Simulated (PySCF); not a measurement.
# Working out the ionisation energy of Mg

Mg [Ne] 3s2 (1S) → Mg+ [Ne] 3s1 (2S). Calculation: PySCF 2.14, in def2-TZVPPD (5s5p3d, 35 functions); no relativity, point nucleus. Frozen: 1s2. Energies in hartree (1 hartree = 27.21139 eV):

| part | Mg (lower) | Mg+ (upper) |
| --- | --- | --- |
| UHF | -199.606647 | -199.363696 |
| MP2 opposite-spin | -0.139375 | -0.115795 |
| MP2 same-spin | -0.047125 | -0.045365 |

**Question.** What does Hartree-Fock give?

**Answer.** (-199.363696) − (-199.606647) = 0.242951 hartree = 6.611 eV.

**Question.** What do MP2 and SCS-MP2 (6/5 opposite-spin, 1/3 same-spin) give?

**Answer.** The opposite-spin parts differ by 0.642 eV and the same-spin parts by 0.048 eV. MP2: 6.611 + (0.642) + (0.048) = 7.301 eV. SCS-MP2: 6.611 + 1.2 × (0.642) + (0.048)/3 = 7.397 eV.

Measured between the centres of the two terms (NIST): 7.646 eV, so MP2 (valence and next inner shell) is off by -0.345 eV.

What remains against the reference includes basis incompleteness, the frozen core and correlation beyond second order.
